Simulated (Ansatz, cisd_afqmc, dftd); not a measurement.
Barrier from H (doublet) + CH4 (methane, SMILES C) to the saddle point below; all geometries are those of the HTBH38 set.
```
C
H 1 1.0831
H 1 1.0831 2 114.76
H 1 1.0831 2 114.76 3 136.09
H 1 1.3826 2 103.46 3 -111.96
H 5 0.9041 4 147.20 1 180.00
```
Charge 0, spin multiplicity 2.

Property: barrier height (electronic, no zero-point energy), in kcal/mol. UHF or UKS for unpaired electrons; spin-orbit terms are left out. Cores are frozen in correlated methods. Rows without X2C or -DK are non-relativistic. The Monte Carlo rows (phaseless AFQMC, CISD trial, step 0.005/hartree) carry one-sigma bars that omit the constraint's bias. Outlying blocks are dropped, and bars are widened where a walk drifts. Over all cases where full CI ran beside it in this data, AFQMC minus full CI had a median of +0.1 mEh and passed +0.4 mEh in a tenth of the cases. CBS(X,Y): correlation extrapolated as X^-3, Hartree-Fock from the larger set. A bracket is a step between two methods taken in the basis named. Functionals run without relativity, which enters their misses. Double hybrids freeze cores in their MP2 part. 'core' is core correlation in cc-pwCVTZ, 'X2C' scalar relativity in cc-pVTZ-DK, both at CCSD(T). For partners of very few electrons the exact lower level stands in for a higher one. The UHF reference of CH5 (saddle point or complex, doublet) is spin-contaminated (<S^2> up to 0.04 over the pure value in the sets run).

Published benchmark value: 15.3 kcal/mol (Zhao et al., J. Phys. Chem. A 109, 2012 (2005), HTBH38), a best estimate, not a measurement.

| level | program | barrier height (kcal/mol) | difference against that value |
|---|---|---|---|
| B3LYP-D3(BJ)/def2-TZVPD | Ansatz + dftd3 | 8.9 | -6.4 |
| r2SCANh-D4/def2-TZVPD | Ansatz + dftd4 | 8.6 | -6.7 |
| B2PLYP-D3(BJ)/def2-TZVPD | Ansatz + dftd3 | 12.8 | -2.5 |
| B2GP-PLYP-D4/def2-TZVPD | Ansatz + dftd4 | 14.3 | -1.0 |
| CCSDT(Q)/aug-cc-pVDZ | Ansatz | 14.5 | -0.8 |
| AFQMC/CISD/aug-cc-pVDZ | cisd_afqmc | 14.6 ± 0.2 | -0.7 |
| AFQMC/CISD/aug-cc-pVTZ | cisd_afqmc | 14.8 ± 0.2 | -0.5 |
| CCSD(T)/CBS(aug-cc-pVTZ,aug-cc-pVQZ) + [AFQMC/CISD - CCSD(T)]/aug-cc-pVTZ + core + X2C | Ansatz + cisd_afqmc | 15.0 ± 0.2 | -0.3 |
| CCSD(T)/CBS(aug-cc-pVTZ,aug-cc-pVQZ) + [CCSDT(Q) - CCSD(T)]/aug-cc-pVDZ + core + X2C | Ansatz | 14.8 | -0.5 |

Ansatz is a first-principles code.
